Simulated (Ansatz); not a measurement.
Input file:

```yaml
crystal:
  periodic: [false, false, false]
  atoms:
    - { symbol: Si, position_ang: [0.0, 0.0, 0.0] }
    - { symbol: "N", position_ang: [0.0, 0.0, 1.82] }
    - { symbol: H, position_ang: [-0.877, -0.2713, 2.35] }
    - { symbol: H, position_ang: [0.877, 0.2713, 2.35] }
    - { symbol: H, position_ang: [1.3768, 0.0, -0.4862] }
    - { symbol: H, position_ang: [-0.6877, 1.1914, -0.4862] }
    - { symbol: F, position_ang: [-0.7489, -1.2974, -0.5295] }
basis:
  gaussian: { orbitals: def2-SVP }
hamiltonian:
  xc: r2scan
  dispersion: d4
relax:
  f_tol: 0.02
  max_steps: 40
```

Run as:

```bash
$ ansatz run input.yaml --threads 1 --pin off --max-ram 2048MiB --backend cpu --events-out ev --progress --plain --runs-dir out
```

Hardware: 1 thread of Intel(R) Xeon(R) Platinum 8488C (Sapphire Rapids) (shared host).

Roughly how long does this run take, and how much memory?

16 s, with a peak of 0.16 GiB, for 8 ionic steps.
